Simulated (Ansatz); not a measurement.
# C₂H₄F₂O: a ladder of functionals and wavefunction methods

The task here is to estimate one member of a computed series from the others.

The runs use Ansatz 0.2.0, Gaussian basis; functionals in def2-TZVPP, the program's frozen cores in correlated methods.

The runs, in order: PBE-D4, r2SCAN-D4, PBE0-D4, B3LYP-D4, ωB97X-V, ωB97M-V, B2PLYP; CCSD(T)/def2-TZVPP; MP2/def2-QZVPP; extrapolation to the limit.

### The relaxed structure

An earlier PBE0-D4 in a triple-zeta def2 set relaxation fixed the geometry.

SMILES `FCOCF`, 9 atoms, charge 0, spin multiplicity 1.

Atoms are counted from 1 here; the program's logs count them from 0.

Bond lengths: F1–C2 1.375 Å, C2–O3 1.381 Å, C2–H6 1.094 Å, C2–H7 1.090 Å, O3–C4 1.381 Å, C4–F5 1.375 Å, C4–H8 1.094 Å, C4–H9 1.090 Å. Angles: F1–C2–O3 110.4°, F1–C2–H6 107.3°, F1–C2–H7 108.3°, O3–C2–H6 111.9°, O3–C2–H7 107.0°, H6–C2–H7 111.9°, C2–O3–C4 114.8°, O3–C4–F5 110.4°, O3–C4–H8 111.9°, O3–C4–H9 107.0°, F5–C4–H8 107.3°, F5–C4–H9 108.3°, H8–C4–H9 111.9°.

The first run:

The input, in.yaml:

```yaml
crystal:
  periodic: [false, false, false]
  atoms:
    - {symbol: F, position_ang: [-1.734160, 0.805177, -0.245169]}
    - {symbol: C, position_ang: [-0.460675, 0.758516, -0.762324]}
    - {symbol: O, position_ang: [0.071143, -0.507959, -0.618719]}
    - {symbol: C, position_ang: [0.447395, -0.834659, 0.669347]}
    - {symbol: F, position_ang: [1.603877, -0.174475, 1.012998]}
    - {symbol: H, position_ang: [0.132509, 1.512214, -0.235873]}
    - {symbol: H, position_ang: [-0.517694, 0.959911, -1.831976]}
    - {symbol: H, position_ang: [-0.316781, -0.555368, 1.400858]}
    - {symbol: H, position_ang: [0.648385, -1.905856, 0.679758]}
basis:
  gaussian: {orbitals: def2-TZVPP}
hamiltonian: {xc: pbe, dispersion: d4}
output: {forces: true, orbitals: {seedname: orbitals}}
```

Among the steps run: PBE-D4 (GGA); r2SCAN-D4 (meta-GGA); PBE0-D4 (hybrid); B3LYP-D4 (hybrid); ωB97X-V (range-separated); ωB97M-V (range-separated); B2PLYP (double hybrid); CCSD(T) in def2-TZVPP; MP2 in def2-QZVPP.

One table of the session follows, with a row left open; its other results are not shown here.

| method | atomisation energy (kcal/mol) |
| --- | --- |
| PBE-D4 | 856.4 |
| r2SCAN-D4 | 831.3 |
| PBE0-D4 | 830.5 |
| B3LYP-D4 | 826.3 |
| ωB97X-V | 830.9 |
| ωB97M-V | 831.1 |
| B2PLYP | 820.2 |
| HF/def2-TZVPP | 579.5 |
| MP2/def2-TZVPP | 830.4 |
| CCSD/def2-TZVPP | 792.7 |
| CCSD(T)/def2-TZVPP | 807.1 |
| MP2/CBS | 852.3 |
| CCSD(T)/CBS | ? |

Q: Estimate the row for CCSD(T)/CBS from the others.

The run gave: atomisation energy (kcal/mol): 829.0. In the column «atomisation energy (kcal/mol)» it lies between B3LYP-D4 (826.3) and MP2/def2-TZVPP (830.4).
